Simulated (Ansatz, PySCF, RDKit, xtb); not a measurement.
# Solving SiN2H4, step by step

Only the formula SiN2H4 is given. Aim: find the structure of lowest free energy at 298.15 K, then its properties.

Plan: many cheap relaxations first (GFN2-xTB), then density-functional screening, relaxation at PBE0-D4/def2-TZVP, vibrations and a final energy. The numbers are computed, not measured.

7 further runs of the same task are left out: 7 set aside as unsound or not needed.

**1. Possible bonding patterns**

A program enumerates the bonding patterns with one Lewis structure each (two rings at most, one unusual centre or charged pair), with their diastereomers. O–O, O–halogen and N–halogen bonds and N–N–N chains are not drawn. That gives 14 candidates.

```
label              SMILES     spin
 c047           NN=[SiH2]  singlet
 c059    [N-]=[NH+][SiH3]  singlet
 c078  [N-]1[NH2+][SiH2]1  singlet
 c082      N#[SiH-][NH3+]  singlet
 c134              N[Si]N  triplet
 c281             NN[SiH]  triplet
 c298            N=[SiH]N  singlet
 c355           N=N[SiH3]  singlet
 c419              N[Si]N  singlet
 c481          N1N[SiH2]1  singlet
 c681   [NH-][NH+]=[SiH2]  singlet
 c711     N1[NH2+][SiH-]1  singlet
 c957       N=[Si-][NH3+]  singlet
 c964             NN[SiH]  singlet
```

Candidates are built by distance geometry, with a force field where one applies, in up to four conformers (letters a to d). 15 starts with atoms placed at random are added, to find patterns that the rules miss.

**Question.** With final energies at CCSD(T)/def2-TZVPP, which structure will this search put lowest in free energy, and by what margin?

| quantity | value |
| --- | --- |
| lowest structure found | N[Si]N, singlet, C2v |
| next finalist | N=[SiH]N, singlet, 16.2 kcal/mol higher in G |
| share at equilibrium, among the finalists | 100.0 % |
| harmonic wavenumbers, lowest and highest (PBE0-D4/def2-TZVP) | 304 and 3695 cm⁻¹ |
| rotational constants, same geometry | 0.7736, 0.2713, 0.2008 cm⁻¹ |
| dipole moment (PBE0/def2-TZVPD) | 2.21 D |
| HOMO energy (PBE0/def2-TZVPD) | -6.42 eV |
| LUMO energy (PBE0/def2-TZVPD) | -0.41 eV |
| HOMO–LUMO gap (PBE0/def2-TZVPD) | 6.01 eV |
| lowest excitation (TD-PBE0/def2-SVPD) | 5.26 eV (f = 0.099) |
| strongest of the states computed, same level | 6.40 eV (f = 0.365) |
| lowest triplet excitation, same level, Tamm-Dancoff | 3.18 eV |
| vertical ionisation energy | 8.64 eV |
| vertical electron affinity | -1.31 eV (unbound: the value depends on the basis) |
| vertical triplet less singlet | +3.21 eV |

The search ends on `N[Si]N`. The margin of 16.2 kcal/mol over the next finalist is beyond the usual error of the last level; it says nothing of structures that weren't ranked. HF/STO-3G, r2SCAN-D4/def2-SVP, PBE0-D4/def2-TZVP, HF/def2-TZVPP and MP2/def2-TZVPP already put its bonding pattern lowest among the structures in one piece; GFN2-xTB favours the singlet N=[SiH]N. Lowest found is not proven lowest: the search is finite, and each finalist counts with one conformer. Patterns outside the rules of the enumeration were met only by chance.
